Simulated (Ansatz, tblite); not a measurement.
**The cluster Si₄−: a ladder of methods and basis sets**

One table from this session's results is given with a row withheld; the runs are named, their logs left out.

Computed with Ansatz 0.2.0, Gaussian basis. Level: as each input shows.

Levels to be run: GFN2-xTB, PBE-D4/def2-TZVPD, r2SCAN-D4/def2-TZVPD, PBE-QIDH/def2-TZVPD, LDA/def2-TZVPD, BHLYP-D4/def2-TZVPD, ωB97X-V/def2-TZVPD, CAM-B3LYP-D4/def2-TZVPD, PBE-D4/def2-SVPD, PBE0-D4/def2-SVPD, HF/6-31G, B3LYP-D4/6-31G, CCSD(T)/def2-TZVPPD, MP2/def2-TZVPD, RPA/def2-TZVPD.

### The relaxed structure

The doublet was relaxed beforehand with B3LYP-D4/def2-TZVPD. At that level it is the lowest of the isomers that a small search found.

4 atoms, charge -1, spin multiplicity 2.

Bond lengths: Si1–Si2 2.320 Å, Si1–Si3 2.320 Å, Si2–Si4 2.320 Å, Si3–Si4 2.320 Å. Angles: Si2–Si1–Si3 61.1°, Si1–Si2–Si4 118.9°, Si1–Si3–Si4 118.9°, Si2–Si4–Si3 61.1°.

The ion is computed in the gas phase, without counter-ions or solvent.

PBE0-D4/def2-TZVPD was run before; its log isn't repeated, and its numbers join the tables.

The first run:

Tight binding, by tblite at 300 K electronic temperature and without a spin-polarisation term:

```python
tblite.interface.Calculator('GFN2-xTB', numbers, positions, charge=-1, uhf=1).singlepoint()
```

start.molden holds the orbitals of an earlier run on this state, given as this run's starting guess.

The input, in.yaml:

```yaml
crystal:
  periodic: [false, false, false]
  atoms:
    - {symbol: Si, position_ang: [-1.832004, -0.717672, -0.347679]}
    - {symbol: Si, position_ang: [-0.347368, 1.064860, -0.368044]}
    - {symbol: Si, position_ang: [0.347217, -1.064736, 0.368595]}
    - {symbol: Si, position_ang: [1.832164, 0.717549, 0.347137]}
basis:
  gaussian: {orbitals: def2-TZVPD, initial_orbitals: start.molden}
total_charge: -1
magnetization: {spin_polarized: true, initial_magnetization: 1}
hamiltonian: {xc: pbe, dispersion: d4}
scf: {omitted_lower_state_checks: [starts]}
output: {forces: true, orbitals: {seedname: orbitals}}
```

On the command line:

```bash
$ ansatz run in.yaml --threads 4 --pin off --events-out ev --progress --plain --max-ram 3916MiB
```

Among the steps run: PBE-D4/def2-TZVPD; r2SCAN-D4/def2-TZVPD; PBE-QIDH/def2-TZVPD; LDA/def2-TZVPD; BHLYP-D4/def2-TZVPD; ωB97X-V/def2-TZVPD; CAM-B3LYP-D4/def2-TZVPD; PBE-D4/def2-SVPD; PBE0-D4/def2-SVPD; HF/6-31G; B3LYP-D4/6-31G; CCSD(T)/def2-TZVPPD; MP2/def2-TZVPD; RPA/def2-TZVPD.

One table of the session follows, with a row left open; its other results are not shown here.

```
                  level  HOMO (eV)  LUMO (eV)  gap (eV)
               HF/6-31G      -2.52       4.48      7.00
         LDA/def2-TZVPD       0.08       0.60      0.53
       PBE-D4/def2-SVPD       0.18       1.00      0.82
      PBE-D4/def2-TZVPD       0.09       0.90      0.82
   r2SCAN-D4/def2-TZVPD      -0.20       1.16      1.36
         B3LYP-D4/6-31G      -0.27       1.59      1.87
      PBE0-D4/def2-SVPD      -0.61       1.72      2.33
     PBE0-D4/def2-TZVPD      -0.67       1.63      2.30
    BHLYP-D4/def2-TZVPD      -1.14       2.46      3.61
CAM-B3LYP-D4/def2-TZVPD          ?          ?         ?
     ωB97X-V/def2-TZVPD      -2.36       3.30      5.66
```

**Question.** Estimate the row for CAM-B3LYP-D4/def2-TZVPD.

The run gave: HOMO (eV): -1.50; LUMO (eV): 2.61; gap (eV): 4.11. In the column «HOMO (eV)» it lies between ωB97X-V/def2-TZVPD (-2.36) and BHLYP-D4/def2-TZVPD (-1.14).
